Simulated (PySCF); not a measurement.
Vibration and rotation of MgC⁻

UHF-CCSD(T) constants of MgC⁻, ⁴Σ⁻ (quartet), unpaired electrons σ ↑, π ↑↑ (Mg def2-SVPD, C def2-SVPD; no relativity (PySCF 2.14); masses 23.9850 and 12.0000 u):

```
ωe   : 415.9 cm⁻¹
ωexe : 3.75 cm⁻¹
Be   : 0.42216 cm⁻¹
αe   : 0.00554 cm⁻¹
```

Question: What force constant and bond length do these constants imply?

Answer: Reduced mass μred = 7.9983 u; k = 5.8918×10⁻⁷·μred·ωe² (u, cm⁻¹, mdyn/Å) = 0.815 mdyn/Å; Re = √(16.8576/(μred·Be)) (u, cm⁻¹, Å) = 2.234 Å.

Question: Estimate the centrifugal constant D from the Kratzer relation and find the Dunham coefficient a1.

Answer: D = 4Be³/ωe² = 1.74e-06 cm⁻¹; a1 = −1 − αeωe/(6Be²) = -3.15.

Correlated steps freeze 2 core orbitals. The state is the lowest determinant that a PBE0 search found; another state may lie lower at other levels.
